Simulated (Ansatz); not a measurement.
CH₆SSi, closed shell: at the start structure of a reaction step.

Input (in.yaml):

```yaml
crystal:
  periodic: [false, false, false]
  atoms:
    - {symbol: Si, position_ang: [-0.754719, -0.410045, 0.768393]}
    - {symbol: C, position_ang: [1.032721, -0.971256, 0.334206]}
    - {symbol: H, position_ang: [-1.553321, 0.683580, -1.961400]}
    - {symbol: S, position_ang: [-0.772291, 1.254156, -1.024764]}
    - {symbol: H, position_ang: [-0.352782, 0.831628, 1.574579]}
    - {symbol: H, position_ang: [1.039852, -1.701501, -0.479500]}
    - {symbol: H, position_ang: [1.400921, -1.497440, 1.223953]}
    - {symbol: H, position_ang: [1.748938, -0.178109, 0.109107]}
    - {symbol: H, position_ang: [-1.789319, 1.988887, -0.544474]}
basis:
  gaussian: {orbitals: def2-TZVPP}
hamiltonian: {xc: {name: B2PLYP}}
```

Launched with

```bash
ansatz run in.yaml --threads 2 --pin off --events-out ev --progress --plain --max-ram 4352MiB
```

Output of Ansatz 0.2.0:

```
Functional definition: B2PLYP
  name "B2PLYP"
  cite "Grimme, J. Chem. Phys. 124, 034108 (2006) doi:10.1063/1.2148954"
  cite "Becke, Phys. Rev. A 38, 3098 (1988) doi:10.1103/PhysRevA.38.3098"
  cite "Lee, Yang & Parr, Phys. Rev. B 37, 785 (1988) doi:10.1103/PhysRevB.37.785"
  parameter a = 0.53
  parameter c = 0.27
  exchange = (1 - a)*b88_x + a*exact_x
  correlation = (1 - c)*lyp_c + c*(mp2_os + mp2_ss)
1116 factors; integrals over basis functions are off by at most 8.9e-4 eV
mean field evaluation 1: about -19830.4862 eV, gradient 4.2e1 eV
mean field evaluation 2: about -19830.5945 eV, gradient 4.2e1 eV
mean field evaluation 4: about -19835.0662 eV, gradient 2.6e0 eV
mean field evaluation 8: about -19835.0901 eV, gradient 2.1e-1 eV
mean field evaluation 16: about -19835.0903 eV, gradient 9.4e-5 eV
mean field -19835.09028444 eV, -728.9261232462 hartree, gradient 4.8e-6 eV, S^2 0.000000; 0 other end points of the search recorded, 0 dependent functions left out
11 core orbitals not correlated: weight in the atoms' cores, before any rotation towards them, 1.000 or more for the frozen orbitals, at most 0.000 for the correlated occupied ones
reference -19835.09044909 eV, -728.9261292969 hartree; 10, 10 occupied and 178, 178 virtual orbitals, 1116 factors
second order -16.48706078 eV of doubles, -0.00000000 eV of singles
Total energy: -19839.54195550 eV, -729.0897191401 hartree
```

Hardware: 2 CPU threads of an Arm Neoverse V2, shared host. Wall time about 4 s.
